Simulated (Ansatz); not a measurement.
A made-up structure of CH₂BO, doublet:

B1  (-1.503, 0.055, -0.469)
C2  (-0.155, -0.384, 0.080)
O3  (0.910, 0.416, 0.136)
H4  (-1.203, -1.050, -0.568)
H5  (0.683, 1.289, -0.217)
(Å)

It is relaxed with PBE-D4/def2-SVP and then PBE0-D4/def2-TZVP (Ansatz 0.2.0). Atoms count as bonded within 1.22 times the sum of their covalent radii (H–H: 0.88 Å). The end point is not checked to be a true minimum.

Does its bonding change? (Judge from chemistry; the calculation decides.)

Computed: No: no bond forms or breaks.

Where it ends: The first stage lowers the energy by 3.76 eV in 13 steps. It ends as CH₂BO ([BH][C][OH]):
```xyz
5
angstrom
B -1.1627 -0.6348 -0.4637
C -0.1258 0.0946 -0.0298
O 0.8636 0.7454 0.4769
H -2.0679 -1.2609 -0.8644
H 1.2247 1.3819 -0.1579
```

Labels in which every atom is bracketed show which atoms are joined, not bond orders.

For scale, one of the runs: PBE0-D4/def2-TZVP relaxation, 105 basis functions, launched by `ansatz run in.yaml --threads 2 --pin off --events-out ev --progress --plain --max-ram 4352MiB`. The run took about 12 s on 2 CPU threads of an Arm Neoverse V2 (shared host).
